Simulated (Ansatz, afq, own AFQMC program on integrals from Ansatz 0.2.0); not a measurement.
## Where AFQMC and coupled cluster stand for BH4, doublet

```json
{"atom": "B", "x (Å)": "-0.1651", "y (Å)": "0.0000", "z (Å)": "0.0000"}
{"atom": "H", "x (Å)": "-0.7619", "y (Å)": "1.0336", "z (Å)": "0.0000"}
{"atom": "H", "x (Å)": "-0.7619", "y (Å)": "-1.0336", "z (Å)": "0.0000"}
{"atom": "H", "x (Å)": "1.2339", "y (Å)": "0.0000", "z (Å)": "0.0000"}
{"atom": "H", "x (Å)": "2.0609", "y (Å)": "0.0000", "z (Å)": "0.0000"}
```

Basis cc-pVTZ. Only valence electrons are correlated. Integrals, coupled cluster, full CI and functionals: Ansatz 0.2.0; the random walks run on the same integrals in our own AFQMC program. The CISD trial takes its coefficients from CCSD amplitudes. Released means that phaseless walkers are propagated on without the constraint, phases kept. Error bars are statistical, one sigma.

Determinant: UHF, the one that the program's search chose, which needn't be the lowest solution. The geometry is a point of a scan.

No full CI on the walks' own integrals is used here; CCSDT(Q) serves as the reference and is uncertain by about the last step of the cluster series.

The T1 diagnostic is 0.0124 and the weight of the determinant in the CISD state is 0.929. The ⟨S²⟩ of the determinant is 0.771 and the size of the correlated space is 7 electrons in 85 orbitals.

Reference: CCSDT(Q), correlation energy -4.208 eV. The released energy is read at 2.40 1/Eh (meV from the phaseless value at times in 1/Eh: -1.5 ± 2.2 at 0.24, -1.0 ± 1.6 at 0.51, -5.3 ± 2.4 at 0.99, -3.4 ± 1.7 at 1.62, -6.7 ± 1.9 at 2.40).

```
         level  E − E(reference) (kcal/mol)  share of correlation (%)
            HF                        97.03                      0.00
           MP2                        18.96                     80.46
          CCSD                         2.43                     97.50
       CCSD(T)                         0.43                     99.56
         CCSDT                         0.04                     99.96
   ph-AFQMC/HF                  0.75 ± 0.48                     99.22
 ph-AFQMC/CISD                  0.11 ± 0.05                     99.88
released AFQMC                 -0.04 ± 0.04                    100.04
```

A walk keeps the symmetry of its determinant, which the program's search chose and which needn't be the lowest solution, so a lower state of the same spin and another symmetry isn't excluded. Released energies are given only where the last usable release times agree within the noise; a slower fall can still hide under it.
